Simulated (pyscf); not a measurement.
# Substitution at O: H₃C–O–SiH₃ (SMILES CO[SiH3]) + H• (SMILES [H]) -> H₃C–OH (SMILES CO) + SiH₃• (SMILES [SiH3])

Gas phase, doublet surface, charge 0. Bonds broken: O2–Si3. Bonds formed: O2–H10. Single points on ωB97X-D3(BJ)/def2-SVP structures (PySCF, gas phase).

Transition state (Å):

```xyz
10

C      1.1709    -0.0991    -0.5745
O      0.5184     1.0264     0.0891
Si    -0.0692     0.8870     1.8324
H      0.4864    -0.9558    -0.6288
H      2.0901    -0.3737    -0.0405
H      1.4104     0.2636    -1.5863
H     -0.5946     2.2782     1.9051
H     -1.1870    -0.0736     2.0554
H      1.0039     0.7116     2.8520
H      0.4497     1.9348    -0.6001
```

One imaginary mode, 1796i cm⁻¹; descent along it reached the two sides named.

```tsv
bond	change	reactant side (Å)	saddle	product side
O2–Si3	breaks	1.664	1.845	2.8
O2–H10	forms	3.1	1.142	0.964
```

Electronic energies relative to the separated reactants (kJ/mol):

| level | barrier | reaction energy | reverse barrier |
|---|---|---|---|
| ωB97X-D3(BJ)/def2-TZVP | 121.4 | +25.7 | 95.7 |
| PBE/def2-TZVP | 59.9 | +1.1 | 58.8 |
| r²SCAN/def2-TZVP | 73.4 | +5.6 | 67.8 |
| B3LYP-D3(BJ)/def2-TZVP | 79.7 | +8.6 | 71.0 |
| PBE0-D3(BJ)/def2-TZVP | 85.9 | +8.8 | 77.1 |
| M06-2X/def2-TZVP | 100.1 | +18.8 | 81.3 |
| ωB97M-D3(BJ)/def2-TZVP | 105.0 | +19.1 | 85.9 |
| HF/def2-TZVP | 203.9 | +29.6 | 174.3 |

With ωB97M-D3(BJ)/def2-TZVP energies and thermal terms (ideal gas, 1 atm, RRHO with modes under 100 cm⁻¹ raised to 100, one conformer, R ln 2 for chiral ones without a mode under 150 cm⁻¹), in kJ/mol:

```
T (K)    ΔH‡    ΔG‡     ΔH     ΔG
-----  -----  -----  -----  -----
298    102.0  129.9  +32.5  +19.6
600    101.4  158.5  +27.9   +8.2
900    100.6  187.2  +22.4   -0.5
1200    99.7  216.2  +16.8   -7.2
```

The same reactants have a lower exit, to H₃C–O–SiH₂• + H₂ (barrier +20.1 kJ/mol at ωB97M-D3(BJ)/def2-TZVP, against +105.0 kJ/mol here). H₃C–O–SiH₃ lies 99.2 kJ/mol over its isomer H₃C–SiH₂–OH (electronic energy, ωB97M-D3(BJ)/def2-TZVP). One saddle was located; it need not be the lowest between these sides. The angle at the attacked O is 128°.
